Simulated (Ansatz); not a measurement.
Reaction (SMILES): O=C=S -> O=C=S as doublet, charge +1 + e-
Structures are relaxed separately at B3LYP-D3(BJ)/def2-TZVP in Ansatz (a quantum-chemistry and plane-wave program). A spin state is the lowest found, not a proven ground state.

Property: adiabatic ionisation energy (electronic energy difference), in eV. Valence correlation only, unless marked. Open shells are spin-unrestricted. No spin-orbit coupling. Non-relativistic. Basis-set limits of correlation are two-point, X^-3; Hartree-Fock from the larger set.

```json
[
 {"level": "BLYP-D3(BJ)/def2-TZVPD", "program": "Ansatz + dftd3", "adiabatic ionisation energy (eV)": "11.01"},
 {"level": "revPBE-D3(BJ)/def2-TZVPD", "program": "Ansatz + dftd3", "adiabatic ionisation energy (eV)": "___"},
 {"level": "PBE0-D4/def2-TZVP", "program": "Ansatz + dftd4", "adiabatic ionisation energy (eV)": "___"},
 {"level": "PBE0-D4/def2-TZVPD", "program": "Ansatz + dftd4", "adiabatic ionisation energy (eV)": "11.18"},
 {"level": "CAM-B3LYP-D3(BJ)/def2-TZVPD", "program": "Ansatz + dftd3", "adiabatic ionisation energy (eV)": "11.18"},
 {"level": "CCSD/cc-pV(Q+d)Z", "program": "Ansatz", "adiabatic ionisation energy (eV)": "11.02"},
 {"level": "CCSD(T)/CBS(cc-pV(T+d)Z,cc-pV(Q+d)Z)", "program": "Ansatz", "adiabatic ionisation energy (eV)": "___"}
]
```

**Question.** Some entries are withheld; supply them.

**Answer.** 
- revPBE-D3(BJ)/def2-TZVPD, adiabatic ionisation energy (eV): 11.09
- PBE0-D4/def2-TZVP, adiabatic ionisation energy (eV): 11.17
- CCSD(T)/CBS(cc-pV(T+d)Z,cc-pV(Q+d)Z), adiabatic ionisation energy (eV): 11.25
